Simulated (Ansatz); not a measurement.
Cartesian coordinates (Å):
SMILES: n1ccccc1
```xyz
11

C     -0.0327     1.1954    -0.0065
C      1.1866     0.5152    -0.0125
C      1.1679    -0.8836    -0.0044
N      0.0439    -1.6044     0.0087
C     -1.1179    -0.9460     0.0144
C     -1.2130     0.4496     0.0072
H     -0.0626     2.2881    -0.0124
H      2.1361     1.0551    -0.0232
H      2.1089    -1.4467    -0.0088
H     -2.0267    -1.5596     0.0251
H     -2.1906     0.9369     0.0123
```
Charge 0, spin multiplicity 1.

Method: frozen-core CCSD(T)/cc-pVTZ // B3LYP-D3(BJ)/def2-SVP (Ansatz, a quantum-chemistry and plane-wave program). The restricted HF reference is unstable towards unrestricted orbitals.

```
Quantity                        Value
----------------------  -------------
HF energy               -246.77480 Ha
MP2 correlation energy    -0.98462 Ha
```

Question: Estimate the CCSD correlation energy, the (T) correction, the total energy and the T1 diagnostic.

Answer: 
```
Quantity                        Result
-----------------------  -------------
CCSD correlation energy    -1.00246 Ha
(T) correction             -0.05437 Ha
CCSD(T) total energy     -247.83163 Ha
T1 diagnostic                    0.012
```
